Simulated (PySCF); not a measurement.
# Bond curve of PN

Set-up: basis P pcseg-1, N pcseg-1; no relativity; PySCF 2.14. Energies in eV from P + N in their ground configurations at the same level. All curves are PBE0. state 1: ¹Σ⁺ (singlet), closed shell; state 2: triplet, unpaired electrons π ↑↑, a mixture of terms (⟨Lz²⟩ = 2.0), a second solution, started from another occupation; state 3: ⁵Σ⁺ (quintet), unpaired electrons π ↑↑↑↑, a second solution, started from another occupation.

| R (Å) | state 1 | state 2 | state 3 |
| --- | --- | --- | --- |
| 1.283 | -3.437 | 2.299 | 8.374 |
| 1.343 | -4.692 | 0.445 | 5.785 |
| 1.403 | -5.387 | -0.821 | 3.833 |
| 1.447 | -5.633 | -1.475 | 2.698 |
| 1.492 | -5.699 | -1.933 | 1.785 |
| 1.537 | -5.623 | -2.233 | 1.057 |
| 1.596 | -5.359 | -2.440 | 0.320 |
| 1.671 | -4.845 | -2.473 | -0.316 |
| 1.761 | -4.065 | -2.297 | -0.770 |
| 1.880 | -3.292 | -1.910 | -1.023 |

Task: Put a parabola through the three lowest points of the state 1 curve and estimate Re, k and ωe (reduced mass 9.643 u; 1 eV/Å² = 0.16022 mdyn/Å; ωe = 1302.8·√(k/μ) cm⁻¹).

Result: Through R = 1.447, 1.492, 1.537 Å the second-order coefficient is 35.1 eV/Å², so Re ≈ 1.490 Å, k ≈ 11.2 mdyn/Å and ωe ≈ 1406 cm⁻¹. A polynomial fit of higher order to the unrounded PBE0 energies gives Re = 1.489 Å, k = 11.4 mdyn/Å, ωe = 1418 cm⁻¹; anharmonicity and rounding make the difference.

The higher-order fit for each curve: state 1: Re = 1.489 Å, ωe = 1418 cm⁻¹, De = 5.70 eV; state 2: Re = 1.644 Å, ωe = 1000 cm⁻¹, minimum 2.48 eV below the ground-state fragments; state 3: Re = 1.936 Å, ωe = 621 cm⁻¹, minimum 1.05 eV below the ground-state fragments.

⟨S²⟩ of the unrestricted solution departs from its pure value on part of the curve, where spin states mix.
